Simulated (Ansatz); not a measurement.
**HAl–CH, quartet in 6-31G: errors against full CI**

Geometry: a point of a stretch scan, not a stationary point.

```xyz
4

Al    0.0000   -0.0910    0.9907
C     0.0000    0.0458   -2.1193
H     0.0000    1.3051    1.7978
H     0.0000    0.5847   -3.0650
```

Basis 6-31G; Ansatz 0.2.0. Correlated methods freeze the noble-gas cores, which leaves 9 electrons in 20 orbitals. R marks a restricted (for open shells ROHF) determinant, U an unrestricted one. Active spaces: valence = (9e, 10o) chosen from the atoms' valence shells; pair = (5e, 5o) about the gap.

Full CI is exact within this basis and frozen core; it isn't the basis-set limit. The frozen core follows each run's orbitals, which can shift R against U totals by a few meV.

Unrestricted rows (U) aren't spin-pure: their determinants' ⟨S²⟩ exceeds S(S+1) by up to 0.24, so they mix in states of higher spin. For open shells CISD is restricted-active-space CI with the open shells as a complete middle space.

```
UHF ⟨S²⟩                          : 3.993
T1 diagnostic (RCCSD)             : 0.0869
largest doubles amplitude (RCCSD) : 0.082
T1 diagnostic (UCCSD)             : 0.0453
```

| level | E − E(RHF) (eV) |
| --- | --- |
| UHF | -0.2621 |
| RMP2 | -1.7990 |
| UMP2 | -1.9203 |
| RCCSD | -2.7491 |
| UCCSD | -2.7577 |
| RCCSD(T) | -2.8001 |
| UCCSD(T) | -2.8038 |

(1) Estimate how far full CI in 6-31G lies from RCCSD(T). The table doesn't fix it; the size of (T) and the diagnostics are the guide.

(1) Full CI in 6-31G lies 0.96 kcal/mol below RCCSD(T), which is 81 % of the (T) step (-1.18 kcal/mol). T1 is raised, and the rest is a large part of (T).

The other levels:

```tsv
level	E − E(full CI) (kcal/mol)	share of correlation (%)	wall time
CISD	7.31	88.84	1.2 s
BCCD(T)	0.93	98.59	2.3 s
RCCSDT	0.16	99.76	–
UCCSDT	0.12	99.81	–
RCCSDT(Q)	0.03	99.96	6.5 s
UCCSDT(Q)	0.01	99.99	5 s
RCCSDTQ	0.00	100.00	45 s (H100)
UCCSDTQ	-0.02	100.03	37 s (H100)
CASSCF (pair space)	53.54	18.29	–
MRCISD (pair space)	6.50	90.07	–
MRCISD+Q (pair space)	0.36	99.45	1.5 s
CASSCF (valence space)	24.66	62.37	–
NEVPT2 (valence space)	7.66	88.31	3 s
MRCISD (valence space)	1.27	98.06	–
MRCISD+Q (valence space)	0.66	98.99	10 s (H100)
```

The correlation energy at full CI, counted from RHF, is -2.842 eV. That run took 25 s on 2 threads of AMD EPYC 7R13 with a shared H100 80 GB, shared host over 22,150,304 determinants.

Times hold each run's SCF and search for its determinant on a shared host, so for small cases they say little of a method's own cost; rows without a card ran on 1 thread of AMD EPYC 7R13. Some runs computed forces too.

The full-CI state has the irrep A'' of Cs, in the program's axes.

Natural occupations of full CI about the gap: 1.970 1.960 1.855 1.018 0.983 0.979 0.099 0.043 0.030 0.024; effectively unpaired electrons, Σ n²(2−n)², 3.13.
